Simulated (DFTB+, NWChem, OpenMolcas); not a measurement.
# C5H6 (2-methyl-1-buten-3-yne): the dipole moment, rung by rung

C5H6 has 11 atoms, charge 0, and is taken as a singlet. As SMILES, `C#CC(=C)C`. The shape is that of a PBE0-D4/def2-TZVP optimisation.

Each level gives the dipole moment (D). The values are calculated.

**The experiment to reproduce.** NIST CCCBDB gives the dipole moment of the gas as 0.51 D.

| level | kind | program | value (D) | computed − measured | CPU time |
| --- | --- | --- | --- | --- | --- |
| DFTB3-D3(BJ) | semi-empirical | DFTB+ | 0.63 | +0.12 | under 2 s |
| HF/def2-SVP | Hartree–Fock | NWChem | 0.47 | -0.04 | 9.7 s |
| SVWN5/def2-SVP | LDA | OpenMolcas | 0.53 | +0.02 | 45 s |
| revPBE/def2-SVP | GGA | NWChem | 0.51 | 0.00 | 19 s |
| TPSS/def2-SVP | meta-GGA | OpenMolcas | 0.49 | -0.02 | 94 s |
| PBE0/def2-SVP | global hybrid | OpenMolcas | 0.50 | -0.01 | 58 s |
| CAM-B3LYP/def2-SVP | range-separated hybrid | NWChem | 0.47 | -0.04 | 92 s |

Nearest: revPBE/def2-SVP (0.00 D); farthest: DFTB3-D3(BJ) (+0.12 D). The measured dipole is a vibrational average, so differences of a few hundredths of a debye mean little. Computed less measured by kind, in D (def2-SVP rows): semi-empirical +0.12; Hartree–Fock -0.04; LDA +0.02; GGA +0.00; meta-GGA -0.02; global hybrid -0.01; range-separated hybrid -0.04. Magnitudes only: a small dipole may point the other way at some levels. CPU times are rough (shared hosts, several kinds of processor): they show what a rung costs within a factor of a few.
